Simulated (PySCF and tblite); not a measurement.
The numbers below are computed, except where a source is named.
## Rotation: stationary points, barriers and rates

System: C₃H₅O (charge +1), numbered as in [CH2:1]=[CH:2][CH+:3][OH:4].

Motion: rotation about the C2–C3 bond (torsion C1–C2–C3–O4 from 180° to 360°, rising). Geometries: GFN2-xTB; energies: PBE0/pcSseg-2 + D3(BJ); zero-point and thermal terms from GFN2-xTB harmonic modes (soft modes blended into free rotors). Rate constants are transition-state-theory values, counting equivalent paths, without tunnelling. (PySCF 2.14 with density fitting, tblite 0.8.)

```csv
point,symmetry,E(GFN2) kcal/mol,E(DFT) kcal/mol,ZPE change kcal/mol,lowest mode cm⁻¹
start,Cs,0.0,0.0,0.00,174
saddle,C1,11.9,17.6,-1.05,340i
end,Cs,3.1,4.9,-0.17,68
```

```
Electronic barrier                                      : 17.6 kcal/mol
Barrier with zero-point energy                          : 16.5 kcal/mol
ΔH‡ (298 K)                                             : 16.3 kcal/mol
ΔS‡ (298 K, symmetry apart)                             : -1.2 cal/(mol K)
Paths                                                   : 2 equivalent paths
End point                                               : a different minimum
Mean lifetime of the start against this motion at 298 K : 130 ms
Cost                                                    : 57 s on 1 thread of AMD EPYC 7R13, shared host (rough), peak memory 0.95 GiB, launched as `OMP_NUM_THREADS=1 python ens_run.py task.json out`
```

| T/K | ΔG‡ kcal/mol | k s⁻¹ | ΔG kcal/mol | k back s⁻¹ |
| --- | --- | --- | --- | --- |
| 150 | 16.5 | 5.2×10⁻¹² | 4.6 | 2.7×10⁻⁵ |
| 200 | 16.6 | 6.8×10⁻⁶ | 4.6 | 0.65 |
| 250 | 16.6 | 0.032 | 4.5 | 284 |
| 298 | 16.6 | 7.8 | 4.5 | 1.5×10⁴ |
| 350 | 16.7 | 533 | 4.4 | 3.1×10⁵ |
| 400 | 16.8 | 1.1×10⁴ | 4.4 | 2.8×10⁶ |
| 500 | 17.0 | 8×10⁵ | 4.3 | 6.4×10⁷ |

ΔG and ΔG‡ leave out symmetry numbers and mirror images; rates count paths: 2 out, 2 back.

The ion is treated without a counter-ion.
